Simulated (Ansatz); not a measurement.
Cubic perovskite BaTiO₃ (cubic high-temperature phase)

Method: PBE0 (plane waves, PAW; Ansatz, a first-principles code).

Run with plane-wave cutoff 460 eV, 6×6×6 k mesh, Fermi–Dirac smearing 0.01 eV, no spin polarisation, scalar-relativistic PAW data made under PBE.

Cell: relaxed at this level.

```yaml
volume_per_atom: 12.58 Å³/atom
bulk_modulus: 187 GPa
lattice_constant_a: 3.977 Å
band_gap: 4.00 eV (on the SCF k mesh)
smallest_direct_gap_on_the_k_points_sampled: 4.05 eV
pressure derivative B′ of the bulk modulus: 4.5
```

Measured, for comparison: band gap 3.2 eV (temperature not stated, no zero-point or thermal correction; as tabulated in Matsushita et al. (2011), arXiv:1104.2769); bulk modulus 162 GPa (temperature not stated, no zero-point or thermal correction, our sources range from 162 to 173; as tabulated in Matsushita et al. (2011), arXiv:1104.2769). Computed (rounded) less measured: bulk modulus +15 % (+8 % to +15 % over the range).

Note: the relaxation could not lower the start's symmetry, so the cell can be a saddle point above a distorted one.

Spin–orbit coupling is not included.

Computed values are for the static lattice.

It cost around 23 core-minutes (rough) of CPU time.
